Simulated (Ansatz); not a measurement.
# NH− (doublet): from Hartree-Fock to the top rungs at distance N1–H2 = 2.274 Å, 6-31++G**

One table from this session's results is given with a row withheld; the runs are named, their logs left out.

Computed with Ansatz 0.2.0, Gaussian basis. Level: 6-31++G**, core rule «outside noble gas», up to 1 orbitals frozen.

Plan: UHF; CCSD(T) on ROHF; CCSD(T) on UHF; BCCD(T) on ROHF; CISD; CCSDT(Q) on ROHF; CCSDT(Q) on UHF; CASSCF and MRCISD+Q, 3 electrons in 3 orbitals; CASSCF and NEVPT2, 3 electrons in 3 orbitals; CASSCF and MRCISD+Q, 7 electrons in 5 orbitals; CASSCF and NEVPT2, 7 electrons in 5 orbitals; Full CI.

24 further runs of the same task are left out: 18 that didn't finish, 6 set aside as unsound or not needed.

### What is computed

The geometry derives from a PBE0/def2-TZVPD stationary point (not a proven minimum). One bond is set to the value named and the two fragments are kept rigid.

2 atoms, charge -1, spin multiplicity 2.

Atoms are counted from 1 here; the program's logs count them from 0.

No contacts short enough for the rule that draws bonds.

The first run:

Contents of in.yaml:

```yaml
crystal:
  periodic: [false, false, false]
  atoms:
    - {symbol: N, position_ang: [0.000000, 0.000000, 0.000000]}
    - {symbol: H, position_ang: [0.000000, 0.000000, 2.274000]}
basis:
  gaussian: {orbitals: "6-31++G**"}
total_charge: -1
magnetization: {spin_polarized: true, initial_magnetization: 1}
hamiltonian: {xc: hf}
output: {orbitals: {seedname: orbitals}}
```

Launch:

```sh
$ ansatz run in.yaml --threads 1 --pin off --events-out ev --progress --plain --max-ram 2393MiB
```

Among the steps run: UHF; CCSD(T) on ROHF; CCSD(T) on UHF; BCCD(T) on ROHF; CISD; CCSDT(Q) on ROHF; CCSDT(Q) on UHF; CASSCF and MRCISD+Q, 3 electrons in 3 orbitals; CASSCF and NEVPT2, 3 electrons in 3 orbitals; CASSCF and MRCISD+Q, 7 electrons in 5 orbitals; CASSCF and NEVPT2, 7 electrons in 5 orbitals; Full CI.

One table of the session follows, with a row left open; its other results are not shown here.

It belongs to the step «Misses and costs». 

| method | from FCI (meV) |
| --- | --- |
| ROHF | +5469.2 |
| RMP2 | +1835.1 |
| CISD | +962.5 |
| RCCSD | +473.5 |
| RCCSD(T) | +56.3 |
| BCCD(T) | +140.5 |
| RCCSDT | +44.2 |
| RCCSDT(Q) | +5.0 |
| CASSCF pair | +4010.7 |
| NEVPT2 pair | +651.0 |
| MRCISD pair | +301.2 |
| MRCISD+Q pair | +39.5 |
| CASSCF valence | +3966.9 |
| NEVPT2 valence | ? |
| MRCISD valence | +282.3 |
| MRCISD+Q valence | +26.2 |
| FCI | 0 |

Q: Estimate the row for NEVPT2 valence from the others.

The run gave: from FCI (meV): +989.7. In the column «from FCI (meV)» it lies between CISD (+962.5) and RMP2 (+1835.1).

Left out of the table: UHF, UMP2, UCCSD, UCCSD(T), UCCSDT, UCCSDT(Q) (another determinant or state than the rows shown).

Caveats from the session: The program flags BCCD(T) as in doubt, so those rows may rest on another solution; read them beside their warnings.
